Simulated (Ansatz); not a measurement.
Results of PBE in Ansatz (plane waves, PAW) for 2H WS2.

Numerical settings: plane-wave cutoff 520 eV, 12×12×4 k mesh (along the axes of the cell as run), Fermi–Dirac smearing 0.01 eV, no spin polarisation, scalar-relativistic PAW data made under PBE.

Cell (relaxed at this level):

```
WS2
1.0
    1.59384    -2.76061     0.00000
    1.59384     2.76061     0.00000
    0.00000     0.00000    14.88798
W S
2 4
Direct
  0.33333   0.66667   0.25000
  0.66667   0.33333   0.75000
  0.33333   0.66667   0.85553
  0.66667   0.33333   0.35553
  0.66667   0.33333   0.14447
  0.33333   0.66667   0.64447
```

Predict the band gap, smallest direct gap on the k points sampled and Γ–Γ gap.


band gap: 1.63 eV
smallest direct gap on the k points sampled: 1.80 eV
Γ–Γ gap: 2.69 eV

Measured, for comparison: band gap 1.35 eV (room temperature, no zero-point or thermal correction, bulk 2H; as tabulated in Bastos et al. (2019), arXiv:1903.08112).

Note: for a layered or molecular solid the relaxed cell lies over 5 % above the published volume, where the minimum can be shallow; the cell comes from a level without a dispersion term, which matters for the spacing of layers, chains or molecules.

Spin–orbit coupling is not included.

Static lattice: no zero-point or thermal effects.

It cost around 7 core-minutes (rough) of CPU time.

Ansatz is a first-principles code.
